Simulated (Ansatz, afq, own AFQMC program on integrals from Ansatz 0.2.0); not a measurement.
AFQMC on a folder of integrals that Ansatz 0.2.0 wrote.

```yaml
crystal:
  periodic: [false, false, false]
  atoms:
    - {symbol: Si, position_ang: [0.000000, 0.000000, 1.430200]}
    - {symbol: Ge, position_ang: [0.000000, 0.000000, -0.615800]}
    - {symbol: H, position_ang: [0.000000, 1.233043, 2.263916]}
    - {symbol: H, position_ang: [0.000000, -1.233043, 2.263916]}
basis:
  gaussian: {orbitals: cc-pVDZ}
magnetization: {spin_polarized: true, initial_magnetization: 0}
correlation: {method: ccsd_t, electrons: outside_noble_gas, hamiltonian_folder: ham}
```

```sh
$ ansatz run in.yaml --threads 1 --pin off --events-out ev --progress --plain --max-ram 1382MiB
```

afq runs on the folder ham with

```
--method phaseless --trial hf --walkers 140 --populations 1 --least-time 40 --time-step 0.005 --steps-per-block 20 --equilibration-blocks 112 --max-blocks 600 --target-error 0.00114 --factor-cut 1e-05 --start spin_pure --seed 2841 --taylor-order 6
```

Times are imaginary, in 1/Eh. The walk had a cap of 536 s. Filled inner d shells are frozen with the cores.

```
orbitals 36  electrons 5 5  factors 280 of 598
reference energy -2365.33764745 Eh
CCSD correlation -0.20001193 Eh in 12 cycles, weight of the determinant in the CISD state 0.8520
energy of the start -2365.337647 Eh
 block  time / (1/Eh)  mean weight  energy / Eh
     1     0.100  0.9993  -2365.365977
     2     0.200  1.0011  -2365.390976
     3     0.300  1.0011  -2365.416230
     4     0.400  0.9999  -2365.428239
     5     0.500  0.9985  -2365.443699
     7     0.700  0.9999  -2365.467909
     9     0.900  1.0018  -2365.477406
    18     1.800  0.9996  -2365.517706
    52     5.200  1.0017  -2365.548366
    69     6.900  0.9986  -2365.578808
    86     8.600  1.0006  -2365.536177
   120    12.000  0.9997  -2365.563888
   154    15.400  1.0007  -2365.551717
   188    18.800  1.0007  -2365.568122
   222    22.200  0.9990  -2365.530285
   256    25.600  1.0000  -2365.547046
   290    29.000  0.9983  -2365.544473
   324    32.400  1.0005  -2365.564379
   358    35.800  1.0012  -2365.549540
   392    39.200  1.0001  -2365.532412
   426    42.600  1.0003  -2365.543676
   460    46.000  0.9982  -2365.574602
   494    49.400  1.0023  -2365.549906
   528    52.800  0.9999  -2365.536827
   562    56.200  1.0015  -2365.532236
   596    59.600  1.0018  -2365.540950
   630    63.000  0.9993  -2365.549063
   664    66.400  0.9991  -2365.511232
   698    69.800  1.0009  -2365.544902
blocks merged  error / Eh  count
     1  0.000520  600
     2  0.000699  300
     4  0.000907  150
     8  0.001192  75
    16  0.001357  37
    32  0.001686  18
    64  0.001767  9
energy -2365.543581 +/- 0.001686 Eh
(rows thinned)
```

Task: Estimate how long the walk took on 1 thread of Arm Neoverse V1, on a shared host.

Result: 5.2 min of wall time.

The run passed its tests (sampling time, drift between the halves within three errors, error under three times the target), which doesn't prove that it has relaxed. The second half of the sampling lies above the first by 2.5 errors of their difference, so the energy may still be moving and its error bar be too small.

Against this walk (error 45.9 meV) on the same determinant: CCSD(T) 38.5 meV lower (within the noise), CCSDT(Q) 85.9 meV lower (within the noise), a separate phaseless walk with a CISD trial and standard settings 36.9 ± 46.8 meV lower (within the noise). The error is statistical and leaves out the bias of the constraint.

Cautions: constraint bias not in the error; error above the target (45.9 against 31.0 meV); no relativity below Rb; no spin-orbit coupling; inner d shell frozen; an unrestricted solution with more broken spin lies lower (26 meV, ⟨S²⟩ 0.25), while this determinant keeps restricted orbitals.

CCSDT and higher add their correlation energy to the determinant of the CCSD(T) run, since their own runs factorise the integrals more tightly (a shift of under 2 meV). A walk keeps the symmetry of its determinant, which the program's search chose and which needn't be the lowest solution, so a lower state of the same spin and another symmetry isn't excluded.
